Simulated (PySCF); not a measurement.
Atomic charges against the basis set

Species: C5H7F.
Z-matrix (Å and degrees, PBE0-D3(BJ)/def2-SVP geometry), rows numbered from 1:
```
F 
C   1  1.3621
C   2  1.4797  1  120.85
C   3  1.5246  2  109.74  1    34.24
C   4  1.5493  3   89.97  2    56.58
C   2  1.4802  1  120.89  3    75.08
H   2  1.0943  1  111.51  3  -142.51
H   3  1.0933  2  122.13  6   120.06
H   4  1.1005  3  115.05  2   -62.97
H   4  1.0981  3  112.81  2   171.22
H   5  1.0984  4  112.30  3   114.01
H   5  1.1007  4  116.87  3  -119.10
H   6  1.0938  2  121.76  3  -120.19
```

PBE0 throughout (PySCF), one geometry, spherical d and f functions. Geometry: PBE0-D3(BJ)/def2-SVP; no solvent, vibrations or thermal averaging. Atoms taken as equivalent share a column and are averaged. The first 7 of 8 kinds of atom are listed.

Mulliken charges (e):

```
        basis  functions      F1      C2   C3/C6   C4/C5      H7  H8/H13  H9/H12
       STO-3G         37  -0.102  +0.013  -0.105  -0.143  +0.088  +0.085  +0.081
        6-31G         68  -0.326  +0.150  -0.234  -0.302  +0.177  +0.176  +0.184
     pcSseg-0         68  -0.356  +0.190  -0.411  -0.411  +0.261  +0.256  +0.258
       6-31G*         98  -0.331  +0.194  -0.217  -0.336  +0.169  +0.174  +0.184
      cc-pVDZ        119  -0.217  +0.256  -0.135  +0.005  +0.030  +0.007  +0.045
     def2-SVP        119  -0.243  +0.242  -0.193  +0.027  +0.044  +0.046  +0.051
  aug-cc-pVDZ        201  -0.604  +1.069  +0.541  +0.687  -0.431  -0.569  -0.362
6-311+G(2d,p)        204  -0.311  +0.054  -0.020  -0.264  +0.130  +0.086  +0.133
    def2-TZVP        228  -0.221  +0.111  -0.135  -0.190  +0.098  +0.116  +0.108
      cc-pVTZ        278  -0.217  +0.128  -0.141  -0.160  +0.093  +0.110  +0.096
     IGLO-III        280  -0.300  +0.147  -0.048  -0.225  +0.093  +0.072  +0.108
     pcSseg-2        314  -0.293  +0.239  -0.113  -0.034  +0.048  +0.050  +0.063
```

IAO charges (e):

```csv
basis,functions,F1,C2,C3/C6,C4/C5,H7,H8/H13,H9/H12
STO-3G,37,-0.128,+0.011,-0.157,-0.256,+0.132,+0.135,+0.133
6-31G,68,-0.295,+0.117,-0.160,-0.273,+0.157,+0.149,+0.147
pcSseg-0,68,-0.283,+0.116,-0.170,-0.276,+0.157,+0.151,+0.149
6-31G*,98,-0.304,+0.152,-0.157,-0.257,+0.145,+0.140,+0.137
cc-pVDZ,119,-0.305,+0.149,-0.158,-0.258,+0.147,+0.142,+0.137
def2-SVP,119,-0.306,+0.153,-0.154,-0.253,+0.144,+0.139,+0.135
aug-cc-pVDZ,201,-0.319,+0.149,-0.160,-0.264,+0.154,+0.147,+0.141
"6-311+G(2d,p)",204,-0.320,+0.149,-0.160,-0.265,+0.154,+0.147,+0.142
def2-TZVP,228,-0.319,+0.152,-0.161,-0.265,+0.153,+0.147,+0.142
cc-pVTZ,278,-0.316,+0.152,-0.162,-0.266,+0.153,+0.147,+0.142
IGLO-III,280,-0.320,+0.150,-0.161,-0.266,+0.154,+0.147,+0.142
pcSseg-2,314,-0.320,+0.152,-0.161,-0.265,+0.153,+0.147,+0.142
```

Hirshfeld charges (e):

```tsv
basis	functions	F1	C2	C3/C6	C4/C5	H7	H8/H13	H9/H12
STO-3G	37	-0.071	+0.053	-0.045	-0.017	+0.022	+0.027	+0.015
6-31G	68	-0.121	+0.041	-0.049	-0.058	+0.054	+0.046	+0.034
pcSseg-0	68	-0.111	+0.042	-0.045	-0.059	+0.053	+0.043	+0.031
6-31G*	98	-0.110	+0.039	-0.049	-0.058	+0.053	+0.044	+0.033
cc-pVDZ	119	-0.095	+0.034	-0.048	-0.064	+0.052	+0.044	+0.033
def2-SVP	119	-0.102	+0.038	-0.048	-0.066	+0.053	+0.045	+0.034
aug-cc-pVDZ	201	-0.106	+0.031	-0.056	-0.076	+0.059	+0.053	+0.040
6-311+G(2d,p)	204	-0.109	+0.033	-0.055	-0.072	+0.058	+0.052	+0.039
def2-TZVP	228	-0.106	+0.033	-0.054	-0.073	+0.057	+0.051	+0.039
cc-pVTZ	278	-0.102	+0.033	-0.053	-0.073	+0.056	+0.050	+0.037
IGLO-III	280	-0.106	+0.032	-0.056	-0.076	+0.058	+0.052	+0.040
pcSseg-2	314	-0.106	+0.032	-0.055	-0.076	+0.058	+0.052	+0.040
```

ESP-fitted charges (e):

| basis | functions | F1 | C2 | C3/C6 | C4/C5 | H7 | H8/H13 | H9/H12 |
| --- | --- | --- | --- | --- | --- | --- | --- | --- |
| STO-3G | 37 | -0.051 | -0.102 | -0.047 | -0.208 | +0.108 | +0.076 | +0.102 |
| 6-31G | 68 | -0.197 | +0.016 | -0.094 | -0.178 | +0.131 | +0.095 | +0.101 |
| pcSseg-0 | 68 | -0.176 | -0.025 | -0.108 | -0.236 | +0.157 | +0.114 | +0.126 |
| 6-31G* | 98 | -0.127 | -0.078 | -0.075 | -0.189 | +0.141 | +0.093 | +0.102 |
| cc-pVDZ | 119 | -0.141 | -0.057 | -0.063 | -0.158 | +0.133 | +0.079 | +0.087 |
| def2-SVP | 119 | -0.151 | -0.040 | -0.072 | -0.153 | +0.131 | +0.082 | +0.086 |
| aug-cc-pVDZ | 201 | -0.170 | -0.026 | -0.070 | -0.169 | +0.127 | +0.084 | +0.095 |
| 6-311+G(2d,p) | 204 | -0.169 | -0.042 | -0.066 | -0.180 | +0.135 | +0.086 | +0.101 |
| def2-TZVP | 228 | -0.155 | -0.053 | -0.062 | -0.177 | +0.134 | +0.083 | +0.098 |
| cc-pVTZ | 278 | -0.148 | -0.059 | -0.063 | -0.171 | +0.135 | +0.084 | +0.095 |
| IGLO-III | 280 | -0.165 | -0.042 | -0.065 | -0.169 | +0.132 | +0.083 | +0.096 |
| pcSseg-2 | 314 | -0.169 | -0.031 | -0.068 | -0.172 | +0.131 | +0.083 | +0.097 |

Question: Which scheme is steadiest as the basis changes?

Answer: Largest range over the bases for any column: Hirshfeld 0.06 e, ESP-fitted 0.15 e, IAO 0.19 e, Mulliken 1.10 e. Hirshfeld charges move least and Mulliken charges most, counted in e. Without the minimal STO-3G basis the ranges are Hirshfeld 0.03, ESP-fitted 0.09, IAO 0.04, Mulliken 1.10 e.

Question: How much do the charges still move between the two largest bases, IGLO-III and pcSseg-2?

Answer: At most, over all atoms: Mulliken 0.193 e, IAO 0.002 e, Hirshfeld 0.001 e, ESP-fitted 0.011 e.

Question: What do the same runs give for the total energy, the frontier levels and the dipole moment?

Answer: 
```csv
basis,energy (Eh),HOMO (eV),LUMO (eV),μ (D)
STO-3G,-290.4383,-4.87,6.97,0.99
6-31G,-294.1100,-7.60,2.59,1.99
pcSseg-0,-293.5048,-8.05,1.97,1.99
6-31G*,-294.1858,-7.45,2.62,1.63
cc-pVDZ,-294.2088,-7.57,1.79,1.65
def2-SVP,-293.9789,-7.69,1.75,1.71
aug-cc-pVDZ,-294.2278,-7.68,-0.06,1.84
"6-311+G(2d,p)",-294.2768,-7.72,0.25,1.87
def2-TZVP,-294.3031,-7.69,1.28,1.78
cc-pVTZ,-294.2936,-7.67,1.21,1.74
IGLO-III,-294.3093,-7.70,0.82,1.82
pcSseg-2,-294.3036,-7.71,0.58,1.84
```

The dipole is fixed by the density alone, so its range of 1.00 D shows that the density itself changes with the basis, not only its division among atoms.
